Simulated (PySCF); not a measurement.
## `FC=C=C(C)F`, C4H4F2

Geometry:
```
atom   x (Å)   y (Å)   z (Å)
  C1  -1.380  -0.194   0.827
  C2  -0.573   0.246  -0.346
  F3  -1.322   0.805  -1.328
  C4   0.719   0.168  -0.477
  C5   2.005   0.071  -0.604
  F6   2.606  -1.010  -1.134
  H7  -0.739  -0.632   1.584
  H8  -2.118  -0.927   0.503
  H9  -1.913   0.660   1.244
 H10   2.725   0.817  -0.293
```

Method: TDDFT CAM-B3LYP/def2-SVPD circular dichroism and optical rotation, one conformer, gas phase (PySCF). Geometry: GFN2-xTB.

States above about 9.3 eV lie in this functional's continuum (it starts at minus the energy of the highest occupied orbital, well below the true ionisation energy for most functionals) and depend on the basis. No stereocentre is labelled: unless the shape is locked (an allene, a helicene, a hindered biaryl), the mirror image is equally populated and a measured rotation or CD is zero.

Problem. List the lowest 16 singlet excitations with oscillator and rotatory strengths.

Solution. Rotatory strengths R in 10⁻⁴⁰ esu² cm², velocity form and length form (origin at the centre of mass); f in length form.
| state | E (eV) | λ (nm) | f | R (velocity) | R (length) | main |
| --- | --- | --- | --- | --- | --- | --- |
| 1 | 5.67 | 219 | 0.002 | -1.5 | -1.3 | HOMO→LUMO+1 0.80, HOMO−1→LUMO 0.15 |
| 2 | 5.85 | 212 | 0.0004 | +1.8 | +2.4 | HOMO−1→LUMO 0.78, HOMO→LUMO+1 0.15 |
| 3 | 6.90 | 180 | 0.030 | -1.1 | -1.2 | HOMO→LUMO 0.60, HOMO−1→LUMO+1 0.37 |
| 4 | 7.43 | 167 | 0.037 | -19.6 | -18.8 | HOMO→LUMO+2 0.83 |
| 5 | 7.65 | 162 | 0.146 | +21.6 | +23.3 | HOMO−1→LUMO+2 0.62, HOMO−1→LUMO+1 0.13 |
| 6 | 7.91 | 157 | 1.112 | +21.3 | +19.8 | HOMO−1→LUMO+1 0.41, HOMO→LUMO 0.25 |
| 7 | 8.65 | 143 | 0.026 | -7.0 | -7.8 | HOMO→LUMO+3 0.90 |
| 8 | 8.72 | 142 | 0.012 | -0.1 | +0.9 | HOMO−1→LUMO+3 0.69, HOMO−1→LUMO+2 0.12 |
| 9 | 9.09 | 136 | 0.0006 | -4.5 | -3.6 | HOMO−2→LUMO 0.83 |
| 10 | 9.14 | 136 | 0.008 | -0.8 | -0.2 | HOMO→LUMO+4 0.88 |
| 11 | 9.17 | 135 | 0.0009 | -1.1 | -1.9 | HOMO−2→LUMO+1 0.56, HOMO−3→LUMO+1 0.27 |
| 12 | 9.44 | 131 | 0.007 | -2.5 | -1.8 | HOMO−1→LUMO+6 0.36, HOMO−1→LUMO+5 0.33 |
| 13 | 9.52 | 130 | 0.011 | -3.4 | -2.9 | HOMO−1→LUMO+4 0.58, HOMO→LUMO+5 0.13 |
| 14 | 9.56 | 130 | 0.033 | -5.7 | -5.5 | HOMO→LUMO+5 0.69, HOMO−1→LUMO+4 0.15 |
| 15 | 9.76 | 127 | 8e-05 | +2.4 | +1.6 | HOMO−3→LUMO 0.80 |
| 16 | 9.84 | 126 | 0.001 | +5.1 | +4.8 | HOMO−3→LUMO+1 0.53, HOMO−2→LUMO+1 0.23 |

For state 8 the two forms differ in sign, so the sign of R isn't settled.

Among the states computed, the strongest CD band (largest |R|) is state 5. The largest dissymmetry factor in size, g = 4R/(D+G), with D and G the electric and magnetic dipole strengths, is +0.24 for state 15 (velocity form, f = 0.0001), among bands with |R| over 0.5. The mirror image has the same energies and oscillator strengths and all R with the opposite sign.
